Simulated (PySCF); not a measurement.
C6H6.

```xyz
12

C     -1.3993     0.0000     0.0000
C     -0.6997    -1.2119     0.0000
C      0.6997    -1.2119     0.0000
C      1.3993     0.0000     0.0000
C      0.6997     1.2119     0.0000
C     -0.6997     1.2119     0.0000
H     -2.4921     0.0000     0.0000
H     -1.2461    -2.1582     0.0000
H      1.2461    -2.1582     0.0000
H      2.4921     0.0000     0.0000
H      1.2461     2.1582     0.0000
H     -1.2461     2.1582     0.0000
```
Charge 0, spin multiplicity 1.

Geometry: TPSSh-D3(BJ)/def2-SVP.

These are PBE/pcSseg-1 (PySCF) values and carry that method's errors. Non-relativistic, no solvent.

Computed absolute GIAO shielding of each atom: isotropic value and principal components (ppm):
```json
[
 {"atom": "C1", "σ(iso)": "47.5", "σ11": "-61.7", "σ22": "35.0", "σ33": "169.3", "span": "231.0"},
 {"atom": "C2", "σ(iso)": "47.5", "σ11": "-61.7", "σ22": "35.0", "σ33": "169.3", "span": "231.0"},
 {"atom": "C3", "σ(iso)": "47.5", "σ11": "-61.7", "σ22": "35.0", "σ33": "169.3", "span": "231.0"},
 {"atom": "C4", "σ(iso)": "47.5", "σ11": "-61.7", "σ22": "35.0", "σ33": "169.3", "span": "231.0"},
 {"atom": "C5", "σ(iso)": "47.5", "σ11": "-61.7", "σ22": "35.0", "σ33": "169.3", "span": "231.0"},
 {"atom": "C6", "σ(iso)": "47.5", "σ11": "-61.7", "σ22": "35.0", "σ33": "169.3", "span": "231.0"},
 {"atom": "H7", "σ(iso)": "23.8", "σ11": "20.9", "σ22": "23.8", "σ33": "26.8", "span": "5.9"},
 {"atom": "H8", "σ(iso)": "23.8", "σ11": "20.9", "σ22": "23.8", "σ33": "26.8", "span": "5.9"},
 {"atom": "H9", "σ(iso)": "23.8", "σ11": "20.9", "σ22": "23.8", "σ33": "26.8", "span": "5.9"},
 {"atom": "H10", "σ(iso)": "23.8", "σ11": "20.9", "σ22": "23.8", "σ33": "26.8", "span": "5.9"},
 {"atom": "H11", "σ(iso)": "23.8", "σ11": "20.9", "σ22": "23.8", "σ33": "26.8", "span": "5.9"},
 {"atom": "H12", "σ(iso)": "23.8", "σ11": "20.9", "σ22": "23.8", "σ33": "26.8", "span": "5.9"}
]
```
